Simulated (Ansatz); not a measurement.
A made-up structure of CH$_{4}$NSi (charge -1), closed shell:

```csv
atom,x (Å),y (Å),z (Å)
C1,-1.2461,-0.3120,-0.5854
N2,-0.0934,-0.8532,-0.0266
Si3,1.4029,0.1648,0.7327
H4,-2.1369,-1.0382,-1.0227
H5,-1.4575,0.9053,-0.6828
H6,1.1659,1.6595,0.5424
H7,2.3652,-0.5263,1.0424
```

It is relaxed with PBE-D4/def2-SVPD and then PBE0-D4/def2-TZVPD (Ansatz 0.2.0). Atoms count as bonded within 1.22 times the sum of their covalent radii (H–H: 0.88 Å). The end point is not checked to be a true minimum.

(1) Does its bonding change? (A judgement: the text doesn't fix the answer.)

Results:

(1) The calculation gives: No: no bond forms or breaks.

Where it ends: The first stage lowers the energy by 3.01 eV in 9 steps. It ends as CH₄NSi ([CH2][N][SiH2]), total charge -1:
| atom | x (Å) | y (Å) | z (Å) |
| --- | --- | --- | --- |
| C1 | -1.1081 | -0.2786 | -0.5314 |
| N2 | -0.1624 | -0.7622 | 0.1431 |
| Si3 | 1.0121 | 0.1467 | 1.1607 |
| H4 | -1.8569 | -0.9270 | -1.0195 |
| H5 | -1.2639 | 0.8085 | -0.6879 |
| H6 | 1.0950 | 1.4817 | 0.3687 |
| H7 | 2.2842 | -0.4691 | 0.5664 |

Labels in which every atom is bracketed show which atoms are joined, not bond orders.

For scale, one of the runs: PBE0-D4/def2-TZVPD relaxation, 153 basis functions, launched by `ansatz run in.yaml --threads 2 --pin off --events-out ev --progress --plain --max-ram 4352MiB`. The run took about 20 s on 2 CPU threads of an Arm Neoverse V2 (shared host).
